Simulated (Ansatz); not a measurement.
Predict the output of the script below (the Ansatz DFT code, driven from Python).

The script reads `alclfh.xyz`:
```text
4

F     0.56020   -1.12620    1.39720
Al    0.10610    0.04300    0.03860
Cl   -1.74830   -0.27610   -1.17920
H     1.13750    1.29900   -0.27700
```

Script `md_alclfh.py`:
```python
# -*- coding: utf-8 -*-
import ansatz as az
import numpy as np

alclfh = az.Crystal.molecule_from_extxyz("alclfh.xyz")

calc = (
    alclfh.calculation()
    .basis(gaussian="6-31G")
    .functional("BLYP")
)
symbols = [site.symbol for site in alclfh.cartesian_sites]
start = np.array([site.position_ang for site in alclfh.cartesian_sites], dtype=float)
report = calc.relax(force_tolerance=0.02).run(threads=1, pin="off").report
end = np.array(report["positions_ang"])
minimum = az.Crystal.molecule()
for symbol, place in zip(symbols, end):
    minimum = minimum.atom(symbol, place.tolist())

calc = (
    minimum.calculation()
    .basis(gaussian="6-31G")
    .functional("BLYP")
    .md("nve", timestep=0.5, steps=30, temperature=800, initial_velocities="maxwell_boltzmann", seed=67)
)
frames = []
out = calc.session().plan().execute(on_event=lambda e: frames.append(e["data"]) if e["event"] == "md_step" else None)
print("t (fs)   E_pot (eV)      E_kin (eV)   T (K)   d(0-1) (A)")
for f in frames[::3]:
    xyz = np.array(f["positions_ang"])
    print(f"{f['time_fs']:6.2f} {f['lagrangian_ev']:14.5f} {f['e_kin_ev']:10.5f} {f['temperature_k']:8.1f} {np.linalg.norm(xyz[0] - xyz[1]):9.4f}")
kept = np.array([f["conserved_ev"] for f in frames])
print(f"conserved energy moves by at most {1000 * np.ptp(kept):.3f} meV")
```

`python md_alclfh.py` gives:
```text
t (fs)   E_pot (eV)      E_kin (eV)   T (K)   d(0-1) (A)
  0.00   -21853.37502    0.20682    800.0    1.7186
  1.50   -21853.35460    0.18658    721.7    1.7291
  3.00   -21853.31294    0.14515    561.5    1.7396
  4.50   -21853.28067    0.11300    437.1    1.7496
  6.00   -21853.27388    0.10617    410.7    1.7589
  7.50   -21853.28703    0.11914    460.9    1.7671
  9.00   -21853.29610    0.12799    495.1    1.7739
 10.50   -21853.27491    0.10679    413.1    1.7786
 12.00   -21853.22619    0.05840    225.9    1.7810
 13.50   -21853.19358    0.02606    100.8    1.7805
 15.00   -21853.20895    0.04119    159.3    1.7771
conserved energy moves by at most 0.682 meV
```

What to keep in mind:
- Total energies depend on the basis set; only differences at equal settings carry meaning.
- The trajectory is only some femtoseconds long, so its temperature is not equilibrated; where the script doesn't relax first, it starts from a rough generated geometry.
- The temperature counts the internal degrees of freedom alone.
- Run time: 39 s on 1 thread of Arm Neoverse V1, on a shared host, peak memory 0.18 GiB.
